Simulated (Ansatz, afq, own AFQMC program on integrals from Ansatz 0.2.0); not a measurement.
**CH$_{2}$Ge, triplet in cc-pVTZ, levels against CCSDT(Q)**

```xyz
4

Ge    0.0000   -0.0424    0.2511
C     0.0000    0.1965   -1.4326
H     0.0000    0.9843    1.3795
H     0.0000   -0.2702   -2.4076
```

Connectivity, by distances: GeH–CH.

Basis cc-pVTZ. Noble-gas cores (and the filled d shells of Ga–Kr and In–Xe) are frozen. Ansatz 0.2.0 and our own AFQMC program on the same integrals; the CISD trial comes from CCSD amplitudes, and released means the phaseless constraint is let go. Error bars are statistical, one sigma. No spin–orbit coupling.

Determinant: UHF, the one that the program's search chose, which needn't be the lowest solution. The geometry is a PBE0/def2-TZVP stationary point of this or a neighbouring charge and spin state.

No full CI on the walks' own integrals is used here; CCSDT(Q) serves as the reference and is uncertain by about the last step of the cluster series.

Cautions: no relativity below Rb; no spin-orbit coupling; inner d shell frozen; another spin lies lower; an unrestricted solution with more broken spin lies lower (161 meV, ⟨S²⟩ 2.33); raised T1 diagnostic (T1 0.044, weight of the determinant 0.84, largest double 0.09); unrestricted determinant slightly spin contaminated (⟨S²⟩ 2.05 against 2.00).

The T1 diagnostic is 0.0444 and the weight of the determinant in the CISD state is 0.839. The ⟨S²⟩ of the determinant is 2.052 and the size of the correlated space is 10 electrons in 86 orbitals.

Reference: CCSDT(Q), correlation energy -7.087 eV. The released energy is read at 2.40 1/Eh (meV from the phaseless value at times in 1/Eh: -10 ± 4 at 0.24, -17 ± 3 at 0.51, -29 ± 4 at 0.99, -34 ± 4 at 1.62, -32 ± 6 at 2.40).

| level | E − E(reference) (kJ/mol) | share of correlation (%) |
| --- | --- | --- |
| HF | 683.8 | 0.00 |
| MP2 | 131.6 | 80.75 |
| CCSD | 35.2 | 94.86 |
| CCSD(T) | 6.9 | 98.99 |
| CCSDT | 2.0 | 99.71 |
| ph-AFQMC/CISD | 3.9 ± 0.5 | 99.44 |
| released AFQMC | 0.8 ± 0.5 | 99.88 |

A walk keeps the symmetry of its determinant, which the program's search chose and which needn't be the lowest solution, so a lower state of the same spin and another symmetry isn't excluded. Released energies are given only where the last usable release times agree within the noise; a slower fall can still hide under it.
